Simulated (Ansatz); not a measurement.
**α-N2**

These are r²SCAN (plane waves, PAW; Ansatz, a first-principles code) values and carry that method's errors.

Run with plane-wave cutoff 500 eV, 4×4×4 k mesh, gaussian smearing 0.02 eV, scalar-relativistic PAW data made under PBE.

Cell (relaxed at this level):

```
CELL_PARAMETERS angstrom
      5.76322     0.00000     0.00000
      0.00000     5.76322     0.00000
      0.00000     0.00000     5.76322
ATOMIC_POSITIONS crystal
  N  0.94525 0.55475 0.44525
  N  0.44525 0.94525 0.55475
  N  0.94525 0.94525 0.94525
  N  0.05475 0.05475 0.05475
  N  0.55475 0.44525 0.94525
  N  0.55475 0.05475 0.44525
  N  0.44525 0.55475 0.05475
  N  0.05475 0.44525 0.55475
```

```json
{
 "equilibrium_volume_per_atom": "23.93 Å³/atom",
 "lattice_parameter_a": "5.763 Å"
}
```

Measured, for comparison: equilibrium volume per atom 22.47 Å³/atom (4 K, zero-point motion not removed; as tabulated in Wyckoff, Crystal Structures 1 (1963), as in the American Mineralogist Crystal …); lattice constant a 5.644 Å (4 K, zero-point motion not removed, our sources range from 5.644 to 5.667; as tabulated in Wyckoff, Crystal Structures 1 (1963), as in the American Mineralogist Crystal …). Computed (rounded) less measured: equilibrium volume per atom +6.5 %, lattice constant a +2.1 % (+1.7 % to +2.1 % over the range).

Note: the cell comes from a level without a dispersion term, which matters for the spacing of layers, chains or molecules.

Static lattice: no zero-point or thermal effects.
